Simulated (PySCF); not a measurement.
**C: ionisation energy**

C [He] 2s2 2p2 (3P) → C⁺ [He] 2s2 2p1 (2P), as a difference of total energies. Calculation: PySCF 2.14, in aug-cc-pVQZ (6s5p4d3f2g, 80 functions); the non-relativistic Hamiltonian (point nucleus). Correlated levels: valence: 1s2 frozen. The calculations carry no spin-orbit coupling.

```json
{"method": "UHF", "ionisation energy (eV)": "10.799"}
{"method": "MP2 (valence)", "ionisation energy (eV)": "11.283"}
{"method": "SCS-MP2 (valence)", "ionisation energy (eV)": "11.149"}
{"method": "CCSD (valence)", "ionisation energy (eV)": "11.177"}
{"method": "CCSD(T) (valence)", "ionisation energy (eV)": "11.207"}
```

Errors of the correlated levels include the incompleteness of this basis and the frozen core.

Which method comes closest to the reference value, and which is furthest?

The reference is 11.262 eV (measured; NIST levels, between the centres of gravity of the two terms). Closest: MP2 (valence) (error 0.021 eV); furthest: UHF (error -0.463 eV).
